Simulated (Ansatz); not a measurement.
# SiOF radical (SMILES O=[Si]F): functionals against CCSD(T) at one geometry

One table from this session's results is given with a row withheld; the runs are named, their logs left out.

The runs use Ansatz 0.2.0, Gaussian basis; single points in def2-TZVPP.

Correlated methods freeze the cores. Orbitals are unrestricted.

**The system as given**

SMILES `O=[Si]F`, 3 atoms, charge 0, spin multiplicity 2.

Atoms are counted from 1 here; the program's logs count them from 0.

Bond lengths: O1–Si2 1.504 Å, Si2–F3 1.609 Å. Angles: O1–Si2–F3 123.1°.

Geometry (Å):

```xyz
3
FOSi
O     0.2537    1.3245    0.2929
Si    0.4184   -0.1672    0.2014
F    -0.6636   -1.1303   -0.4988
```

The first run:

run/in.yaml reads:

```yaml
crystal:
  periodic: [false, false, false]
  atoms:
    - {symbol: O, position_ang: [0.253700, 1.324500, 0.292900]}
    - {symbol: Si, position_ang: [0.418400, -0.167200, 0.201400]}
    - {symbol: F, position_ang: [-0.663600, -1.130300, -0.498800]}
basis:
  gaussian: {orbitals: def2-TZVPP}
magnetization: {spin_polarized: true, initial_magnetization: 1}
correlation: {method: ccsd_t}
scf: {omitted_lower_state_checks: [cluster_reference]}
output: {forces: true}
```

No record of the launch command was kept for these runs.

Steps of the session up to this table: CCSD(T)/def2-TZVPP; PBE0-D4/def2-TZVPP; wB97M-V/def2-TZVPP; r2SCAN-D4/def2-TZVPP; PBE-D4/def2-TZVPP; HSE06-D4/def2-TZVPP; B97M-V/def2-TZVPP.

One table of the session follows, with a row left open; its other results are not shown here.

| method | RMS force component (eV/Å) | angle to CCSD(T) forces (°) | dipole (D) |
| --- | --- | --- | --- |
| CCSD(T) | 0.836 | reference | 2.65 |
| PBE0-D4 | 0.618 | 9.4 | 2.70 |
| wB97M-V | 0.597 | 2.3 | 2.80 |
| r2SCAN-D4 | 0.687 | 1.1 | 2.62 |
| PBE-D4 | ? | ? | ? |
| HSE06-D4 | 0.624 | 8.8 | 2.69 |
| B97M-V | 0.663 | 12.1 | 2.58 |

Estimate the missing values for PBE-D4.

**Answer.** RMS force component (eV/Å): 0.905; angle to CCSD(T) forces (°): 25.1; dipole (D): 2.44. In the column «RMS force component (eV/Å)» it is the highest.
